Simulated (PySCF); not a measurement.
## Name the molecule from its bond curve

A diatomic of charge 0 contains Li. Its doublet curve at UHF-SCS-MP2 in a double-zeta basis (no relativity, PySCF), in eV from the separated fragments:

```
R (Å)  E (eV)
1.873  -2.440
1.960  -2.696
2.047  -2.834
2.113  -2.881
2.178  -2.892
2.243  -2.876
2.330  -2.824
2.439  -2.723
2.570  -2.566
2.744  -2.321
```

The fit gives ωe = 557 cm⁻¹ and the rotational constant Bₑ = 0.6228 cm⁻¹.

Problem. Which atom is the partner?

Solution. The minimum lies at 2.169 Å, so the reduced mass is 16.8576 u Å² cm⁻¹/(Bₑ·Re²) = 5.753 u. With Li at 7.02 u the partner weighs about 31.9 u: S. The molecule is LiS.

Correlated steps freeze 5 core orbitals. The state is the lowest determinant that a PBE0 search found; another state may lie lower at other levels.
